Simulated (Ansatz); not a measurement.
**BH3Cl− (SMILES [BH3-]Cl): the energy, rung by rung**

The species is BH3Cl− (5 atoms), meant as a singlet with charge -1. As SMILES, `[BH3-]Cl`. Geometry: relaxed at GFN2-xTB.

```xyz
5

B     0.0824   -0.0479    0.1359
Cl   -0.8459    0.4965   -1.3970
H     1.2231   -0.2546   -0.2031
H    -0.4601   -1.0514    0.5327
H     0.0005    0.8574    0.9314
```

Each level gives the energy change with the B1–H5 bond stretched from 1.208 to 1.812 Å (eV). The values are calculated.

```
                        level                    kind  program  value (eV)  less FCI/STO-3G  CPU time (all runs)
   r2SCAN/STO-3G (restricted)                meta-GGA   Ansatz        2.44            +0.08                4.1 s
CAM-B3LYP/STO-3G (restricted)  range-separated hybrid   Ansatz        2.58            +0.22                  2 s
  wB97M-V/STO-3G (restricted)  range-separated hybrid   Ansatz        2.55            +0.19                 26 s
      MP2/STO-3G (restricted)     perturbation theory   Ansatz        2.64            +0.28               0.16 s
  BCCD(T)/STO-3G (restricted)   coupled cluster or CI   Ansatz        2.37            +0.01               0.27 s
 CCSDT(Q)/STO-3G (restricted)   coupled cluster or CI   Ansatz        2.36             0.00               0.37 s
   CCSDTQ/STO-3G (restricted)   coupled cluster or CI   Ansatz        2.36             0.00                  5 s
                   FCI/STO-3G      exact in the basis   Ansatz        2.36             0.00               0.88 s
```

FCI/STO-3G is exact within its basis and frozen core, so for wave-function methods in that basis the difference is their error; functionals converge differently with the basis, so for them it is only a difference. Sets without diffuse functions describe the anion poorly. The first shape isn't each level's own minimum. The values span 2.36 to 2.64 eV. All rows use very small basis sets, so even the best lies far from the true value. Times are those of the runs behind each value, whatever else they computed, on shared processors of several kinds: orders of magnitude only.
